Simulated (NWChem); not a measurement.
## Total energies of methylamine (CH$_{5}$N)

SMILES: CN
```xyz
7

C     -0.0874     0.6904     0.0000
N      0.1968    -0.7279     0.0000
H      0.3730     1.1640    -0.8817
H      0.3730     1.1640     0.8817
H     -1.1606     0.9771     0.0000
H     -0.2194    -1.1763    -0.8133
H     -0.2194    -1.1763     0.8133
```
Charge 0, spin multiplicity 1.

Everything below was run with NWChem. All single points use one geometry, from PBE0/def2-SVP, a minimum by its harmonic frequencies.

Basis set: cc-pVTZ (130 functions).

| method | total energy (Ha) | relative cost |
|---|---|---|
| RHF | -95.25225 | 1 |
| MP2 | -95.65705 | under 3 |
| B2PLYP | -95.80596 | under 3 |
| PBE | -95.76261 | under 3 |
| B3LYP | -95.89955 | under 3 |
| CAM-B3LYP | -95.84282 | 10 |

Total energies of different functionals aren't comparable as a measure of quality: only differences taken within one method are. Relative cost: rough, from shared machines, SCF included, RHF = 1.

The correlated methods keep 2 core orbitals frozen. B3LYP has NWChem's definition, with VWN1-RPA local correlation. GW and range-separated runs recompute their integrals, the others keep them in memory, which bears on the times.
